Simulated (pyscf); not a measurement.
A first-order saddle from PySCF, ωB97X-D3(BJ)/def2-SVP:

```xyz
5

F      0.7691    -0.9398    -0.4643
Ga    -0.9812    -0.6813     0.1096
F     -1.9168    -2.0586     0.6278
F     -1.4718     0.9210     0.5919
H      2.0121    -1.1079    -0.2194
```
Charge 0, spin multiplicity 2.

Surface: doublet, charge 0. Lowest wavenumbers (cm⁻¹): 2009i, 102, 104, 178, 210.

### Question
Which two sides does it connect, and which bonds change?

### Answer
F–Ga(F)–F + H• ⇌ HF + [F–Ga–F]•, an atom transfer read from left to right: F–Ga broken and F–H formed. At CCSD(T)/def2-TZVPP + ΔMP2(QZVPP) it lies +23.1 kcal/mol from the left side and +38.1 kcal/mol from the right (each side as separated species at their lowest minima found). On the product side the descent ends in an adduct with a F–Ga contact (not fully relaxed), 10.5 kcal/mol under the separated species and 45.3 kcal/mol under the saddle at ωB97X-D3(BJ)/def2-TZVP. What is counted as broken (F–Ga) persists as a longer contact in the product adduct; parting that adduct is a step of its own. This is the saddle that the search found; another between the same sides may lie lower. The angle at the transferred F is 151°. The CCSD(T) − MP2 part came from Ansatz, without density fitting, on the same reference. The frozen core leaves the outer d or s,p core shells of the metals and heavy elements correlated in the MP2 and CC values, and def2-TZVPP describes them poorly, which can shift differences by a few kcal/mol. Elements up to Kr have no core potential and no relativistic terms here.
